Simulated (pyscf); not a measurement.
Optimised with ωB97X-D3(BJ)/def2-SVP in PySCF.

### Question
For the elementary gas-phase step H₂N–SiH₂–Cl (SMILES N[SiH2]Cl) + SiH₄ (SMILES [SiH4]) -> H₃Si–NH–SiH₂–Cl (SMILES [SiH3]N[SiH2]Cl) + H₂ (SMILES [H][H]) (singlet surface; H–N, H–Si broken, N–Si, H–H formed), what barrier and reaction energy does ωB97M-D3(BJ)/def2-TZVP give, measured from the separated reactants?

### Answer
ΔE‡ = 195.0 kJ/mol, ΔE = -28.6 kJ/mol. Zero-point energy shifts the barrier by -4.2 kJ/mol. It is a four-centre exchange, with an imaginary mode of 1422i cm⁻¹. This is the saddle that the search found; another between the same sides may lie lower.
